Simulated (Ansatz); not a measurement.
C$_{2}$H$_{3}$Si, SMILES `C#C[SiH2]` radical. Charge 0, multiplicity 2.

Cartesian coordinates in Å:
```
C -1.301 -1.136 0.072
C -0.444 -0.284 0.014
Si 0.714 1.094 -0.088
H -2.046 -1.897 0.125
H 1.497 1.237 1.165
H 1.580 0.985 -1.288
```

Task: List the harmonic frequencies (cm⁻¹, unscaled) at PBE0-D4/def2-TZVP in Ansatz. (Best estimate.)

Result: The calculation gave: 230, 260, 623, 657, 680, 686, 732, 916, 2112, 2221, 2247, 3463.

Task: Is this a minimum?

Result: Yes, all 12 modes are real.

Task: Give the ideal-gas thermochemistry at 298.15 K and 1 bar (rigid rotor, harmonic oscillator; point group Cs, symmetry number 1).

Result: Zero-point energy 88.7 kJ/mol; H(298) − E = 102.9 kJ/mol; entropy 279.4 J/(mol·K), of which translation 158.9, rotation 92.3, vibration 22.5, electronic 5.8; G(298) − E = 19.6 kJ/mol.

Task: Rotational constants (cm⁻¹)?

Result: 4.487, 0.1704, 0.1664.
